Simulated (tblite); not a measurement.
Compound: C5H10N (doublet state).
Structure used (GFN2-xTB), in Å, numbered top down from 1:
```xyz
16
C5H10N angstrom
C      1.890   -0.652   -1.650
C      1.097   -0.984   -0.675
N      0.593   -0.170    0.353
C      0.892    1.238    0.258
C     -0.722   -0.505    0.853
C     -1.869   -0.148   -0.097
H      2.478    0.172   -1.977
H      0.737   -2.006   -0.591
H      1.971    1.356    0.163
H      0.417    1.723   -0.604
H      0.560    1.734    1.169
H     -0.858    0.016    1.806
H     -0.737   -1.581    1.051
H     -2.813   -0.506    0.306
H     -1.939    0.929   -0.230
H     -1.705   -0.608   -1.069
```

Level: GFN2-xTB in tblite, geometry and Hessian alike; calculated harmonic values, unscaled, isolated species. The method is semi-empirical: single wavenumbers can be off by several per cent or more. One conformer, not necessarily the lowest. Open shells enter through the occupations alone, without spin polarisation, and single modes of such species can be off by tens of per cent.

Harmonic wavenumbers (cm⁻¹): 84.7, 126.6, 186.9, 211.5, 247.6, 285.4, 417.5, 444.4, 488.3, 534.5, 723.5, 822.2, 835.0, 904.9, 978.5, 1054.1, 1076.7, 1078.6, 1105.3, 1201.2, 1222.3, 1287.6, 1323.4, 1331.6, 1402.3, 1409.0, 1470.7, 1477.1, 1491.9, 1498.7, 1506.1, 1667.0, 2894.8, 2939.3, 2954.6, 2984.0, 3005.0, 3010.4, 3033.9, 3040.4, 3044.3, 3203.2.

A = 5656, B = 2643, C = 2225 MHz; mass 84.081 u (most abundant isotopes); point group C1, symmetry number 1; spin multiplicity 2.

Question: What is the zero-point energy?

Answer: ½Σν̃ = 30002 cm⁻¹ = 358.91 kJ/mol.

Question: Give the ideal-gas entropy at 500 K and 1 bar in the rigid-rotor, harmonic-oscillator model (classical rotation).

Answer: Translation 174.87, rotation 118.04, vibration 140.38, spin (R ln 2) 5.76: S = 439.1 J/(mol K).

Question: And Cp and H(500 K) − H(0)?

Answer: Cp = 185.41 J/(mol K), of which vibrations give 152.16 (their classical limit is 42 R = 349.2); H(500 K) − H(0) = 54.66 kJ/mol without the zero-point energy, 38.03 from vibrations.

Question: Blend soft modes into free rotors: weight 1/[1 + (100 cm⁻¹/ν̃)⁴] for the oscillator and the rest for a rotor with moment μB/(μ + B), μ = h/(8π²ν), B = 10⁻⁴⁴ kg m². What vibrational entropy results?

Answer: 135.62 J/(mol K) in place of 140.38, which changes −T·S at 500 K by +2.38 kJ/mol.

Question: Which modes carry the vibrational entropy at 500 K?

Answer: 84.7 cm⁻¹: 20.07; 126.6 cm⁻¹: 16.76; 186.9 cm⁻¹: 13.57; 211.5 cm⁻¹: 12.57; 247.6 cm⁻¹: 11.31; 285.4 cm⁻¹: 10.18 J/(mol K); the other 36 give 55.92 together.

Hindered rotation and anharmonicity are outside this model. Other conformers, if any are populated, would add a mixing term that is left out. The structure is chiral; the term R ln 2 for an equal mix with its mirror image is left out.
